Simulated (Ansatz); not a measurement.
Diamond-structure Si, treated with r²SCAN (Ansatz, a program for electronic structure, PAW).

A relaxed, unreconstructed slab of the (100) face has 12 atoms, two equal faces of 14.820 Å² each and an energy of -7664.3166 eV. A bulk cell of 4 atoms with the same orientation and in-plane k mesh has -2556.2644 eV. Energies are extrapolated to zero smearing.

Run with plane-wave cutoff 500 eV, 8×8×1 k mesh (along the axes of the cell as run), gaussian smearing 0.02 eV, scalar-relativistic PAW data made under PBE.

Worked out: γ = (E_slab − N E_bulk per atom)/2A = [-7664.3166 − 12 × (-2556.2644/4)]/(2 × 14.820) = 0.1510 eV/Å². With 16.022 J/m² per eV/Å² this is 2.42 J/m², or 2.24 eV per surface cell and face.
